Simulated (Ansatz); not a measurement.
Results of PBE-D3(BJ) in Ansatz (plane waves, PAW) for rock-salt RbBr.

Settings: plane-wave cutoff 520 eV, 8×8×8 k mesh, Fermi–Dirac smearing 0.01 eV, scalar-relativistic PAW data made under PBE.

The cell is scaled about its equilibrium volume:

```tsv
V (Å³/atom)	P (GPa)	direct gap at Γ (eV)
38.362	1.00	4.491
39.178	0.63	4.435
39.994	0.29	4.381
40.810	0.00	4.330
41.626	-0.26	4.280
42.443	-0.49	4.233
43.259	-0.70	4.187
```

A straight line through the gaps at Γ against ln V gives a volume deformation potential dE_g(Γ)/d ln V of -2.5 eV: the gap at Γ widens under compression.

Measured, for comparison: band gap 7.2 eV (temperature not stated, not corrected to a static lattice; as tabulated in Aguado et al. (1998), arXiv:cond-mat/9809176).

Spin–orbit coupling is not included.

Ansatz is a first-principles code.
